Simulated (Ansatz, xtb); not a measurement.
## AlH6Si2: which of two isomers lies lower

Structure I is `[SiH2][AlH][SiH3]`, a doublet and structure II is `[AlH][SiH2][SiH3]`, a doublet. Both are isolated molecules in the gas phase, relaxed with B3LYP-D3(BJ)/def2-SVP; the shapes shown needn't be the lowest conformers.

I (Å):

```
atom    x (Å)    y (Å)    z (Å)
  Al   2.1095  -1.4799  -1.4628
  Si  -0.1953  -2.0463  -1.6039
  Si   2.8688  -0.2774   0.5358
   H  -0.8640  -2.7718  -2.7242
   H  -1.2015  -1.7152  -0.5523
   H   3.0532  -1.9032  -2.6653
   H   3.9230  -1.0498   1.2669
   H   3.4625   1.0500   0.1776
   H   1.7446  -0.0285   1.4904
```

II (Å):

```xyz
9

Al   -0.0359   -2.8533   -1.6826
Si    1.6675   -1.0480   -1.7044
Si    2.1591   -0.3106    0.4794
H     0.1899   -4.0615   -0.6454
H     1.2356    0.1241   -2.5279
H     2.9327   -1.5767   -2.3144
H     2.7615   -1.4319    1.2598
H     0.8979    0.1091    1.1636
H     3.1046    0.8463    0.4899
```

Problem. Which of the two would you expect CCSD(T)/def2-SVP + ΔMP2/def2-TZVPP electronic energies to favour?

Solution. Too close to call at this level: CCSD(T)/def2-SVP + ΔMP2/def2-TZVPP gives E(II) − E(I) = +0.44 kcal/mol.

How the difference moves with the method:

```json
{"level": "B3LYP-D3(BJ)/def2-SVP", "geometry": "B3LYP-D3(BJ)/def2-SVP", "E(II) − E(I) (kcal/mol)": "−0.22", "departure from the last row (kcal/mol)": "−0.66", "job, with rough time for the two": "optimisation, 3.1 min"}
{"level": "HF/def2-SVP", "geometry": "B3LYP-D3(BJ)/def2-SVP", "E(II) − E(I) (kcal/mol)": "−0.19", "departure from the last row (kcal/mol)": "−0.63", "job, with rough time for the two": "part of the CCSD(T) run"}
{"level": "MP2/def2-SVP", "geometry": "B3LYP-D3(BJ)/def2-SVP", "E(II) − E(I) (kcal/mol)": "−0.67", "departure from the last row (kcal/mol)": "−1.10", "job, with rough time for the two": "part of the CCSD(T) run"}
{"level": "CCSD(T)/def2-SVP", "geometry": "B3LYP-D3(BJ)/def2-SVP", "E(II) − E(I) (kcal/mol)": "+0.43", "departure from the last row (kcal/mol)": "−0.01", "job, with rough time for the two": "single point"}
{"level": "CCSD(T)/def2-SVP + ΔMP2/def2-TZVPP", "geometry": "B3LYP-D3(BJ)/def2-SVP", "E(II) − E(I) (kcal/mol)": "+0.44", "departure from the last row (kcal/mol)": "", "job, with rough time for the two": "single point, 21 s"}
```

As drawn, II has 1 Si–Si in place of 1 Al–Si.

The largest departure from CCSD(T)/def2-SVP + ΔMP2/def2-TZVPP is that of MP2/def2-SVP, 1.10 kcal/mol. Levels run at GFN2-xTB geometries aren't shown. The last row adds to CCSD(T) the change of the MP2 difference between the two basis sets, here +0.01 kcal/mol.

With harmonic frequencies from B3LYP-D3(BJ)/def2-SVP (ideal gas, rigid rotor, one conformer each, 400 K, 1 atm): on the last row, ΔE + ΔZPE = +0.92 kcal/mol. A mode under 50 cm⁻¹ makes harmonic enthalpies and free energies unreliable, so none is given.

Open shells are spin-unrestricted. The correlated steps freeze 15 core orbitals. Run with Ansatz 0.2.0; the last row on 2 threads of Intel(R) Xeon(R) Platinum 8259CL CPU @ 2.50GHz (Skylake/Cascade Lake) on a shared host.
